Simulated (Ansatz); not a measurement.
C-C bond dissociation enthalpy at 298 K: 6 cases among organics with oxygen, in kcal/mol, species as SMILES. Set-up: non-relativistic; no dispersion term unless named; LANL2DZ all-electron up to Ne; 6-31G* and kin with 6d, 5d where marked; spin-orbit terms left out; valence correlation only; open shells spin-unrestricted. Basis-set limits of correlation are two-point, X^-3; Hartree-Fock from the larger set. [CCSD(T)-MP2]/basis is that difference in the basis named. Ab initio and DFT rows: single points at B3LYP-D3(BJ) geometries (Ansatz, a quantum-chemistry and plane-wave program), with unscaled harmonic terms from B3LYP/6-31G* (Ansatz) at its own minima. A UHF reference is markedly spin-contaminated in at least one set, which strains HF and MP2.

Coupled cluster (Ansatz) is a level with limits of its own, used here on species with T1 under 0.025 (0.045 for open shells) and stable references: (a) RI-MP2/CBS(cc-pVTZ,cc-pVQZ)+[CCSD(T)-MP2]/cc-pVDZ; (b) RI-MP2/CBS(cc-pVTZ,cc-pVQZ)+[CCSD(T)-MP2]/cc-pVTZ.

| species | atoms | coupled cluster | difference of B3LYP/LANL2DZ (Ansatz) | difference of PBE/3-21G (Ansatz) | difference of PBE/6-31G* (Ansatz) | difference of MP2/STO-3G (Ansatz) | difference of PBE/def2-TZVPD (Ansatz) | difference of r2SCAN-D4/def2-TZVPD (Ansatz + dftd4) |
|---|---|---|---|---|---|---|---|---|
| C[C@H]1CO1, to [CH3] (CH3) + [CH]1CO1 | 10 | 97.3 (b) | -5.7 | 3.1 | -0.8 | 9.3 | -4.3 | -8.6 |
| CC(OC)=O, to [CH3] (CH3) + CO[C]=O | 11 | 95.1 (b) | -4.5 | 1.8 | -0.9 | -3.8 | -4.5 | -7.6 |
| CCCO, to [CH3] (CH3) + [CH2]CO | 12 | 90.6 (b) | -8.1 | 5.7 | 1.4 | 15.4 | -3.5 | -9.5 |
| CCOC, to [CH2]OC + [CH3] (CH3) | 12 | 87.9 (b) | -8.8 | 2.5 | 0.6 | 11.8 | -4.3 | -8.8 |
| CCCC=O, to [CH2]CC + [CH]=O (CHO) | 13 | 84.9 (b) | -3.8 | 4.2 | 0.1 | 7.4 | -4.3 | -6.9 |
| COC(C)C, to [CH3] (CH3) + C[CH]OC | 15 | 86.9 (a) | -10.3 | 2.1 | -2.1 | 9.6 | -6.9 | -10.4 |

```csv
level,cases,mean signed difference,mean absolute difference,median absolute difference,largest absolute difference
B3LYP/LANL2DZ (Ansatz),6,-6.87,6.87,6.90,10.3
PBE/3-21G (Ansatz),6,3.23,3.23,2.80,5.7
PBE/6-31G* (Ansatz),6,-0.28,0.98,0.85,2.1
MP2/STO-3G (Ansatz),6,8.28,9.55,9.45,15.4
PBE/def2-TZVPD (Ansatz),6,-4.63,4.63,4.30,6.9
r2SCAN-D4/def2-TZVPD (Ansatz + dftd4),6,-8.63,8.63,8.70,10.4
```

B3LYP/LANL2DZ lies above in 0 of 6 cases and within 2 kcal/mol in 0; mean signed difference -6.87 kcal/mol, mean absolute 6.87 kcal/mol (6.77 over the 4 cases of up to 12 atoms, 7.05 over the larger). These figures hold for the species listed.

How the rows were picked: cases drawn at random among the computed members of the class with clean coupled-cluster diagnostics. The batch they came from held 13 cases of this property in the class: 6 with a tabulated value, 6 with clean coupled cluster alone, 1 with neither, which enter no statistics. The levels are drawn from those run on every case listed, the commonest habits more often. No case is left out for the size of its miss. Left out are saddle points of the reference geometry, anions that the best level run finds unbound, excited spin states, species near biochemistry, 298 K rows of species without real B3LYP wavenumbers, cases with under five habitual levels, runs that failed or that the program found above a lower state of the same kind, table entries that another table contradicts, and a share of species set aside by lot.
